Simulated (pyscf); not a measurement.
PySCF, gas phase, ωB97X-D3(BJ)/def2-SVP geometries. Correlated levels are frozen-core, on RHF or UHF. ΔMP2 is the change of the MP2 total energy from the triple- to the quadruple-zeta basis.

PBE/def2-TZVP puts the barrier of HB=NH (SMILES B=N) + SiH₄ (SMILES [SiH4]) → H₂B–NH–SiH₃ (SMILES BN[SiH3]) (addition across a multiple bond or ene-type step; singlet surface; H–Si broken, B–H, N–Si formed) at 14.1 kcal/mol and the reaction energy at -39.9 kcal/mol, from the separated reactants. What do r²SCAN/def2-TZVP, PBE0-D3(BJ)/def2-TZVP, CCSD(T)/def2-TZVPP + ΔMP2(QZVPP) give on the same structures?

r²SCAN: ΔE‡ = 14.4 kcal/mol, ΔE = -43.1 kcal/mol; PBE0-D3(BJ): ΔE‡ = 13.1 kcal/mol, ΔE = -45.0 kcal/mol; CCSD(T): ΔE‡ = 18.1 kcal/mol, ΔE = -41.9 kcal/mol. PBE's barrier lies among them. Its reaction energy lies over all of them, by 1.9 to 5.1 kcal/mol. One saddle was located; it need not be the lowest between these sides. The CCSD(T) − MP2 part came from Ansatz, without density fitting, on the same reference.
